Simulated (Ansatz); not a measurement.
# MgH (doublet): wave-function methods side by side at distance Mg1–H2 = 2.140 Å, cc-pVQZ

The task here is to estimate one member of a computed series from the others.

Computed with Ansatz 0.2.0, Gaussian basis. Level: cc-pVQZ, core rule «outside noble gas», up to 5 orbitals frozen.

Plan: UHF; CCSD(T) on ROHF; CCSD(T) on UHF; BCCD(T) on ROHF; CCSDT on ROHF; CCSDT on UHF; CASSCF and MRCISD+Q, 3 electrons in 5 orbitals; CASSCF and NEVPT2, 3 electrons in 5 orbitals; Full CI.

24 further runs of the same task are left out: 8 for a known fault of the program, 15 that didn't finish, 1 set aside as unsound or not needed. Runs told in other sessions of the task aren't counted.

## The geometry

The geometry derives from a PBE0/def2-TZVP stationary point (not a proven minimum). One bond is set to the value named and the two fragments are kept rigid.

2 atoms, charge 0, spin multiplicity 2.

Atoms are counted from 1 here; the program's logs count them from 0.

Bond lengths: Mg1–H2 2.140 Å.

Set-up of the first run:

The input, in.yaml:

```yaml
crystal:
  periodic: [false, false, false]
  atoms:
    - {symbol: Mg, position_ang: [0.000000, 0.000000, 0.000000]}
    - {symbol: H, position_ang: [0.000000, 0.000000, 2.140000]}
basis:
  gaussian: {orbitals: cc-pVQZ}
magnetization: {spin_polarized: true, initial_magnetization: 1}
hamiltonian: {xc: hf}
output: {orbitals: {seedname: orbitals}}
```

Launch:

```bash
$ ansatz run in.yaml --threads 1 --pin off --events-out ev --progress --plain --max-ram 2393MiB
```

Steps of the session up to this table: UHF; CCSD(T) on ROHF; CCSD(T) on UHF; BCCD(T) on ROHF; CCSDT on ROHF; CCSDT on UHF; CASSCF and MRCISD+Q, 3 electrons in 5 orbitals; CASSCF and NEVPT2, 3 electrons in 5 orbitals; Full CI.

One of the session's tables, all rows but one given; the rest of the session is left out.

It belongs to the step «Misses and costs». 

| method | from FCI (meV) |
| --- | --- |
| ROHF | +1290.7 |
| UHF | +1196.5 |
| RMP2 | +367.5 |
| UMP2 | +359.1 |
| RCCSD | +33.4 |
| UCCSD | +23.1 |
| RCCSD(T) | ? |
| UCCSD(T) | +6.8 |
| BCCD(T) | +8.1 |
| RCCSDT | 0.0 |
| UCCSDT | -0.9 |
| CASSCF valence | +518.5 |
| NEVPT2 valence | +159.5 |
| MRCISD valence | +15.3 |
| MRCISD+Q valence | +7.2 |
| FCI | 0 |

**Question.** Estimate the row for RCCSD(T).

The run gave: from FCI (meV): +9.4. In the column «from FCI (meV)» it lies between BCCD(T) (+8.1) and MRCISD valence (+15.3).

Limits of these values: Levels on UHF freeze UHF's core orbitals, full CI those of ROHF, so the U rows can settle a little off it for that reason alone. Restricted and unrestricted rows rest on different reference determinants; a gap between their highest levels can come from leftover correlation error, from unlike frozen cores or from another state.
